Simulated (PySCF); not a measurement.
Gas-phase reaction: C₄H₈ (isobutene) → 2 C₂H₄

Method: PySCF energies plus ideal-gas RRHO corrections (1 bar). 'Table' is the NASA 1993 thermochemical table (part measured, part estimated). † marks an energy on the PBE0/def2-TZVP geometry and frequencies; other levels use their own. MP2 and CCSD(T) freeze the core. 6-31G* has spherical d functions here. All species are closed-shell singlets. B3LYP is the form with VWN-RPA correlation. MP2 isn't extrapolated to the basis-set limit. CCSD(T) isn't extrapolated to the basis-set limit.

```
level               ΔH°(298 K), kJ
------------------  --------------
table                        122.1
B3LYP/6-31G*                 126.7
CCSD(T)/def2-SVP†              ___
M06-2X/def2-TZVP†            127.8
MP2/def2-TZVPP†                ___
PBE/def2-TZVP†               126.1
PBE0/def2-QZVP†                ___
PBE0/def2-SVP†               151.0
r2SCAN/def2-TZVP†              ___
ωB97M-V/def2-TZVP†           126.8
```

Problem. Fill in the missing entries.

Solution. 
- CCSD(T)/def2-SVP†, ΔH°(298 K), kJ: 127.8
- MP2/def2-TZVPP†, ΔH°(298 K), kJ: 135.1
- PBE0/def2-QZVP†, ΔH°(298 K), kJ: 135.6
- r2SCAN/def2-TZVP†, ΔH°(298 K), kJ: 133.0
